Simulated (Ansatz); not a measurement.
# C2H6O3: up Jacob's ladder to CCSD(T)

One table from this session's results is given with a row withheld; the runs are named, their logs left out.

Method: functionals in def2-TZVPP, the program's frozen cores in correlated methods; program: Ansatz 0.2.0, Gaussian basis.

Plan: PBE-D4, r2SCAN-D4, PBE0-D4, B3LYP-D4, ωB97X-V, ωB97M-V, B2PLYP; CCSD(T)/def2-TZVPP; MP2/def2-QZVPP; extrapolation to the limit.

### Structure used throughout

An earlier PBE0-D4 in a triple-zeta def2 set relaxation fixed the geometry.

SMILES `CC(O)(O)O`, 11 atoms, charge 0, spin multiplicity 1.

Atoms are counted from 1 here; the program's logs count them from 0.

Bond lengths: C1–C2 1.516 Å, C1–H6 1.091 Å, C1–H7 1.089 Å, C1–H8 1.091 Å, C2–O3 1.400 Å, C2–O4 1.392 Å, C2–O5 1.392 Å, O3–H9 0.965 Å, O4–H10 0.961 Å, O5–H11 0.961 Å. Angles: C2–C1–H6 110.5°, C2–C1–H7 109.0°, C2–C1–H8 110.5°, H6–C1–H7 109.5°, H6–C1–H8 107.8°, H7–C1–H8 109.5°, C1–C2–O3 106.9°, C1–C2–O4 112.6°, C1–C2–O5 112.6°, O3–C2–O4 111.0°, O3–C2–O5 111.0°, O4–C2–O5 102.8°, C2–O3–H9 106.1°, C2–O4–H10 107.1°, C2–O5–H11 107.1°.

The first run:

in.yaml reads:

```yaml
crystal:
  periodic: [false, false, false]
  atoms:
    - {symbol: C, position_ang: [-0.939877, 0.448650, -0.500044]}
    - {symbol: C, position_ang: [0.325864, -0.163093, 0.067438]}
    - {symbol: O, position_ang: [0.240099, -0.058889, 1.460804]}
    - {symbol: O, position_ang: [1.478625, 0.454733, -0.408715]}
    - {symbol: O, position_ang: [0.501910, -1.487163, -0.323774]}
    - {symbol: H, position_ang: [-1.819124, -0.081041, -0.129010]}
    - {symbol: H, position_ang: [-0.908117, 0.385596, -1.586854]}
    - {symbol: H, position_ang: [-1.027377, 1.493624, -0.197308]}
    - {symbol: H, position_ang: [1.049542, -0.452325, 1.808144]}
    - {symbol: H, position_ang: [1.427913, 1.380745, -0.156309]}
    - {symbol: H, position_ang: [-0.264157, -1.977936, -0.013873]}
basis:
  gaussian: {orbitals: def2-TZVPP}
hamiltonian: {xc: pbe, dispersion: d4}
output: {forces: true, orbitals: {seedname: orbitals}}
```

Run with:

```sh
$ ansatz run in.yaml --threads 4 --pin off --events-out ev --progress --plain --max-ram 10444MiB
```

Among the steps run: PBE-D4 (GGA); r2SCAN-D4 (meta-GGA); PBE0-D4 (hybrid); B3LYP-D4 (hybrid); ωB97X-V (range-separated); ωB97M-V (range-separated); B2PLYP (double hybrid); CCSD(T) in def2-TZVPP; MP2 in def2-QZVPP.

One table of the session follows, with a row left open; its other results are not shown here.

| method | atomisation energy (kcal/mol) |
| --- | --- |
| PBE-D4 | 1057.5 |
| r2SCAN-D4 | ? |
| PBE0-D4 | 1029.3 |
| B3LYP-D4 | 1024.7 |
| ωB97X-V | 1030.6 |
| ωB97M-V | 1033.6 |
| B2PLYP | 1017.0 |
| HF/def2-TZVPP | 709.8 |
| MP2/def2-TZVPP | 1028.6 |
| CCSD/def2-TZVPP | 986.2 |
| CCSD(T)/def2-TZVPP | 1003.7 |
| MP2/CBS | 1057.6 |
| CCSD(T)/CBS | 1032.7 |

Q: Estimate the row for r2SCAN-D4 from the others.

**Answer.** atomisation energy (kcal/mol): 1032.0. In the column «atomisation energy (kcal/mol)» it lies between ωB97X-V (1030.6) and CCSD(T)/CBS (1032.7).
